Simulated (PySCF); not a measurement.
Species: N2O.
SMILES with atom numbers: `[N:1]#[N+:2][O-:3]`

Geometry (PBE0-D3(BJ)/def2-SVP, Å), atoms numbered from 1 in this order:
```xyz
3
N2O angstrom
N     -0.9432    0.3081    0.0303
N      0.1828    0.3081    0.0320
O      1.3558    0.3081    0.0336
```

Method: PBE0-D3(BJ)/def2-SVP geometry optimisation, gas phase (PySCF 2.14.0).

Take the most abundant isotopes and a rigid rotor. 

Q: What are the moment of inertia and the rotational constant?

A: I = 39.556 u·Å², B = 505379 MHz·u·Å²/I = 12776 MHz (0.4262 cm⁻¹, or 0.613 K as hB/k).

Q: List the first levels of a rigid rotor in a Σ state.

A: E(J) = BJ(J+1): J = 1: 0.852, J = 2: 2.557, J = 3: 5.114, J = 4: 8.523, J = 5: 12.785, J = 6: 17.899 cm⁻¹.

Q: Estimate the classical rotational partition function at 25 K, 100 K and 298.15 K.

A: Point group C∞v, symmetry number σ = 1; q = kT/(σhB), k/h = 20836.6 MHz/K: 40.8 at 25 K, 163 at 100 K, 486 at 298.15 K.

Whether it is a minimum is left open (no frequencies). Constants of a rigid frame at the computed geometry: no zero-point averaging, no centrifugal distortion.
